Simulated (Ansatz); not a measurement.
# C3H7NS: the cost of one run

Program: Ansatz 0.2.0. Level of theory: RKS B3LYP-D4/6-31G. These are calculated values, not measurements.

## Step 1: Starting point

Bond lengths: C1–C2 1.457 Å, C2–N3 1.431 Å, N3–C4 1.446 Å, C4–S5 1.615 Å, C1–H6 1.130 Å, C1–H7 1.073 Å, C1–H8 1.123 Å, C2–H9 1.067 Å, C2–H10 1.106 Å, N3–H11 1.039 Å, C4–H12 1.069 Å. Angles (14 of 18 angles, heavy atoms first): C1–C2–N3 111.5°, C2–N3–C4 124.2°, N3–C4–S5 120.1°, C1–C2–H9 110.7°, C1–C2–H10 111.2°, N3–C2–H9 107.9°, N3–C2–H10 106.6°, C2–C1–H6 114.1°, C2–C1–H7 113.9°, C2–C1–H8 111.4°, C2–N3–H11 120.5°, C4–N3–H11 115.2°, N3–C4–H12 111.5°, S5–C4–H12 128.1°.

Structure file:

```xyz
12

C    -1.2566   -0.3786   -0.7204
C    -0.1605   -0.8610    0.1094
N     0.4870    0.2130    0.7983
C     1.5713    0.9947    0.2468
S     2.1296    2.2828    1.0451
H    -0.9479    0.3847   -1.4938
H    -1.7873   -1.1563   -1.2360
H    -1.9987    0.2095   -0.1173
H     0.5717   -1.3583   -0.4856
H    -0.5233   -1.5609    0.8858
H     0.1599    0.5106    1.7382
H     1.8317    0.6646   -0.7365
```

## Step 2: Relaxing the start

input.yaml reads:

```yaml
crystal:
  periodic: [false, false, false]
  atoms:
    - { symbol: C, position_ang: [-1.2566, -0.3786, -0.7204] }
    - { symbol: C, position_ang: [-0.1605, -0.861, 0.1094] }
    - { symbol: "N", position_ang: [0.487, 0.213, 0.7983] }
    - { symbol: C, position_ang: [1.5713, 0.9947, 0.2468] }
    - { symbol: S, position_ang: [2.1296, 2.2828, 1.0451] }
    - { symbol: H, position_ang: [-0.9479, 0.3847, -1.4938] }
    - { symbol: H, position_ang: [-1.7873, -1.1563, -1.236] }
    - { symbol: H, position_ang: [-1.9987, 0.2095, -0.1173] }
    - { symbol: H, position_ang: [0.5717, -1.3583, -0.4856] }
    - { symbol: H, position_ang: [-0.5233, -1.5609, 0.8858] }
    - { symbol: H, position_ang: [0.1599, 0.5106, 1.7382] }
    - { symbol: H, position_ang: [1.8317, 0.6646, -0.7365] }
basis:
  gaussian: { orbitals: "6-31G" }
hamiltonian:
  xc: b3lyp
  dispersion: d4
relax:
  f_tol: 0.02
  max_steps: 40
scf:
  lower_state_search: "off"
```

Command:

```bash
> ansatz run input.yaml --threads 1 --pin off --max-ram 2048MiB --backend cpu --events-out ev --progress --plain --runs-dir out
```

Q: Estimate wall time and peak memory on 1 thread of Arm Neoverse V2, shared host.

About 37 s, with a peak of 0.13 GiB.
